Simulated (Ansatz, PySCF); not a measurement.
Si(F)4 cation (F4Si), SMILES F[Si](F)(F)F (connectivity only; charge and spin as stated), charge +1, multiplicity 2. Atoms are numbered in the order given.

```xyz
5

F      1.1118     0.7115     0.7124
Si    -0.2297    -0.0002     0.0000
F     -0.9986     0.9520    -0.9509
F     -0.9971    -0.9540     0.9504
F      1.1136    -0.7092    -0.7118
```
Charge +1, spin multiplicity 2.

Geometry: ωB97X-D3(BJ)/def2-SVP. The spin state was assumed, not searched. The isomer is the one that the SMILES or the coordinates give; other isomers of the formula were not compared.

Two levels are set side by side: PBE-D3(BJ)/def2-SVP (Ansatz, a quantum-chemistry and plane-wave program) and ωB97X-D3(BJ)/def2-SVP (PySCF). Each level has its own optimised geometry; the coordinates shown are those of the second. Frequencies come from the Hessian of PySCF at each geometry. Differences are taken from unrounded values.

```
quantity                            ωB97X-D3(BJ)  PBE-D3(BJ)  PBE-D3(BJ) minus ωB97X-D3(BJ)
----------------------------------  ------------  ----------  -----------------------------
mean bond length (Å)                       1.614       1.618                          0.004
bond F1–Si2 (Å)                            1.677       1.618                         -0.059
bond Si2–F3 (Å)                            1.550       1.618                          0.068
bond Si2–F4 (Å)                            1.550       1.618                          0.068
bond Si2–F5 (Å)                            1.678       1.618                         -0.059
highest harmonic wavenumber (cm⁻¹)          1181         793                           -387
mean harmonic wavenumber (cm⁻¹)              540         448                            -92
zero-point energy (kcal/mol)                6.95        5.77                          -1.19
```
